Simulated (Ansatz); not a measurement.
Predict the output of the script below (the Python package of Ansatz (0.2.0)).

`c3h5n_opt.py`
```python
"""Relax the C3H5N molecule."""

import argparse
import itertools

import ansatz
from ase.data import atomic_numbers, covalent_radii
import numpy as np

parser = argparse.ArgumentParser(description="Relax the C3H5N molecule.")
parser.add_argument("--basis", required=True, help="basis")
parser.add_argument("--xc", required=True, help="exchange-correlation functional")
args = parser.parse_args()

GEOMETRY = """
C    -0.59230    0.73170   -0.06220
C     0.68010    0.74600   -0.33840
N     0.74610   -0.55850   -0.30100
C    -0.50110   -0.69130    0.16620
H    -1.40090    1.52610    0.01290
H     1.39990    1.56590   -0.53530
H     1.52210   -1.00820    0.28020
H    -1.12900   -1.33210   -0.48980
H    -0.63640   -1.02590    1.25020
"""


def main() -> None:
    c3h5n = ansatz.Crystal.molecule()
    for line in GEOMETRY.strip().splitlines():
        symbol, *xyz = line.split()
        c3h5n = c3h5n.atom(symbol, [float(v) for v in xyz])

    calc = c3h5n.calculation().basis(gaussian=args.basis).functional(args.xc)
    symbols = [site.symbol for site in c3h5n.cartesian_sites]
    start = np.array([site.position_ang for site in c3h5n.cartesian_sites], dtype=float)
    def progress(event):
        if event["event"] == "relax_step":
            row = event["data"]
            print(f"step {row['step']:3d}  E = {row['lagrangian_ev']:.6f} eV  largest force component {row['allowed_force_max_ev_ang']:.4f} eV/A")


    rep = calc.relax(force_tolerance=0.02).session().plan().execute(on_event=progress).report
    end = np.array(rep["positions_ang"])

    for key in ("converged", "free_energy_ev", "reference_energy_ev", "n_frozen", "n_occupied", "n_virtual"):
        print(f"{key:22s} {rep[key]}")

    # pairs closer than 1.2 times the sum of covalent radii, before or after
    radius = [covalent_radii[atomic_numbers[s]] for s in symbols]
    span = lambda where, i, j: np.linalg.norm(where[i] - where[j])
    bonded = [(i, j) for i, j in itertools.combinations(range(len(symbols)), 2) if min(span(start, i, j), span(end, i, j)) < 1.2 * (radius[i] + radius[j])]
    print("pair        before    after (A)")
    for i, j in bonded:
        print(f"{symbols[i]}{i}-{symbols[j]}{j}".ljust(10), f"{span(start, i, j):8.4f} {span(end, i, j):8.4f}")

    charges = rep["charge_distribution"]
    dipole = np.array(charges["dipole_moment_e_ang"]) * 4.803205
    print("dipole (D): {:.3f} {:.3f} {:.3f}, length {:.3f}".format(*dipole, np.linalg.norm(dipole)))
    print("atom  Mulliken   Lowdin")
    for symbol, m, l in zip(symbols, charges["mulliken_charges_e"], charges["lowdin_charges_e"]):
        print(f"{symbol:4s} {m:9.3f} {l:8.3f}")
    with open("c3h5n_opt.xyz", "w") as handle:
        handle.write(f"{len(symbols)}\nrelaxed C3H5N\n")
        handle.writelines(f"{s:2s} {x:11.6f} {y:11.6f} {z:11.6f}\n" for s, (x, y, z) in zip(symbols, end))


if __name__ == "__main__":
    main()
```

Output of `python c3h5n_opt.py --basis def2-SVP --xc pbe0`:
```text
step   1  E = -4670.341161 eV  largest force component 9.3748 eV/A
step   2  E = -4671.293186 eV  largest force component 3.5155 eV/A
step   3  E = -4671.451803 eV  largest force component 0.6824 eV/A
step   4  E = -4671.463531 eV  largest force component 0.5298 eV/A
step   5  E = -4671.472481 eV  largest force component 0.2259 eV/A
step   6  E = -4671.476822 eV  largest force component 0.0870 eV/A
step   7  E = -4671.477287 eV  largest force component 0.0339 eV/A
step   8  E = -4671.477320 eV  largest force component 0.0106 eV/A
converged              True
free_energy_ev         -4671.477342457554
reference_energy_ev    -4671.477342457554
n_frozen               0
n_occupied             [15, 15]
n_virtual              [66, 66]
pair        before    after (A)
C0-C1        1.3021   1.3485
C0-C3        1.4441   1.5094
C0-H4        1.1360   1.0882
C1-N2        1.3067   1.4121
C1-H5        1.1087   1.0942
N2-C3        1.3384   1.4861
N2-H6        1.0687   1.0199
C3-H7        1.1114   1.1031
C3-H8        1.1425   1.1031
dipole (D): 0.275 -0.182 1.036, length 1.087
atom  Mulliken   Lowdin
C       -0.214   -0.118
C        0.080   -0.033
N       -0.294    0.074
C        0.119    0.044
H        0.030    0.009
H        0.034    0.001
H        0.128    0.012
H        0.059    0.006
H        0.057    0.006
```

File `c3h5n_opt.xyz` afterwards:
```text
9
relaxed C3H5N
C    -0.630534    0.795419    0.005865
C     0.677765    0.792303   -0.320901
N     0.854058   -0.608561   -0.300338
C    -0.552075   -0.702832    0.171208
H    -1.438588    1.524203   -0.001464
H     1.432275    1.533579   -0.601130
H     1.573912   -0.987951    0.314582
H    -1.186196   -1.316671   -0.490497
H    -0.642116   -1.075788    1.205474
```

What to keep in mind:
- Total energies depend on the basis set; only differences at equal settings carry meaning.
- The end point is the stationary point reached from this start; no frequency run checks that it is a minimum, and the basis set is modest.
- The Löwdin charges here are taken after orthogonalising the functions within each atom; they differ from plain Löwdin charges, and their signs can be unphysical.
- Wall time of the script: 19 s on 1 thread of Arm Neoverse V2, on a shared host, peak memory 0.22 GiB.

(A comment or docstring line of the script was reworded after the run, the code is as it ran; lines on the test bed's own set-up are left out of the output.)
